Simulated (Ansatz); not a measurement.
**BH₄ (doublet): the correlation ladder, aug-cc-pVDZ**

How much of the correlation energy of BH₄ (doublet) does each wave-function method recover here?

Method: aug-cc-pVDZ, core rule «outside noble gas», up to 1 orbitals frozen; program: Ansatz 0.2.0, Gaussian basis.

Plan: UHF; CCSD(T) on ROHF; CCSD(T) on UHF; BCCD(T) on ROHF; CISD; CCSDT(Q) on ROHF; CCSDT(Q) on UHF; CASSCF and MRCISD+Q, 7 electrons in 8 orbitals; CASSCF and NEVPT2, 7 electrons in 8 orbitals.

1 further run of the same task is left out (set aside as unsound or not needed).

### Step 1. The system

The geometry is a PBE0/def2-TZVP stationary point (not a proven minimum) of the parent state, kept for this charge and spin.

5 atoms, charge 0, spin multiplicity 2.

Atoms are counted from 1 here; the program's logs count them from 0.

Bond lengths: B1–H2 1.210 Å, B1–H3 1.210 Å, B1–H4 1.210 Å, B1–H5 1.210 Å. Angles: H2–B1–H3 90.0°, H2–B1–H4 90.0°, H2–B1–H5 180.0°, H3–B1–H4 180.0°, H3–B1–H5 90.0°, H4–B1–H5 90.0°.

### Step 2. UHF

Contents of in.yaml:

```yaml
crystal:
  periodic: [false, false, false]
  atoms:
    - {symbol: B, position_ang: [0.000000, 0.000000, 0.000000]}
    - {symbol: H, position_ang: [-0.015583, 0.861426, 0.849833]}
    - {symbol: H, position_ang: [-0.021323, -0.849967, 0.861171]}
    - {symbol: H, position_ang: [0.021323, 0.849967, -0.861171]}
    - {symbol: H, position_ang: [0.015583, -0.861426, -0.849833]}
basis:
  gaussian: {orbitals: aug-cc-pVDZ}
magnetization: {spin_polarized: true, initial_magnetization: 1}
hamiltonian: {xc: hf}
output: {orbitals: {seedname: orbitals}}
```

On the command line:

```bash
$ ansatz run in.yaml --threads 1 --pin off --events-out ev --progress --plain --max-ram 4096MiB --backend cpu
```

After this run come: CCSD(T) on ROHF; CCSD(T) on UHF; BCCD(T) on ROHF; CISD; CCSDT(Q) on ROHF; CCSDT(Q) on UHF; CASSCF and MRCISD+Q, 7 electrons in 8 orbitals; CASSCF and NEVPT2, 7 electrons in 8 orbitals.

Before running them: what should the planned runs give, taken together? Wanted: UCCSDT(Q) below the RHF energy; RMP2 from UCCSDT(Q); UMP2 from UCCSDT(Q); RCCSD from UCCSDT(Q); RCCSD(T) from UCCSDT(Q); UCCSD(T) from UCCSDT(Q); RCCSDT(Q) from UCCSDT(Q); NEVPT2 valence from UCCSDT(Q); MRCISD+Q valence from UCCSDT(Q).

The runs gave:

| quantity | value |
| --- | --- |
| UCCSDT(Q) below the RHF energy | -4.4457 eV |
| RMP2 from UCCSDT(Q) | +84.1 kJ/mol |
| UMP2 from UCCSDT(Q) | +84.3 kJ/mol |
| RCCSD from UCCSDT(Q) | +17.2 kJ/mol |
| RCCSD(T) from UCCSDT(Q) | +3.2 kJ/mol |
| UCCSD(T) from UCCSDT(Q) | +3.2 kJ/mol |
| RCCSDT(Q) from UCCSDT(Q) | 0.0 kJ/mol |
| NEVPT2 valence from UCCSDT(Q) | +91.7 kJ/mol |
| MRCISD+Q valence from UCCSDT(Q) | +28.9 kJ/mol |
| levels within 1 kcal/mol (43 meV) | RCCSD(T), UCCSD(T), BCCD(T), RCCSDT, UCCSDT, RCCSDT(Q) |
| T1 diagnostic | 0.014 |
| effectively unpaired electrons | 1.01 |

RCCSD(T) misses by +3.2 kJ/mol, 0.7 % of the correlation energy. One determinant dominates. Of the multireference levels listed MRCISD+Q valence comes nearest in total energy (+28.9 kJ/mol), which doesn't show that its space is the better one. Coupled cluster took another determinant than the lowest Hartree-Fock one. These misses are within one basis, not against nature; the frozen cores of restricted and unrestricted runs differ, which can shift their rows.
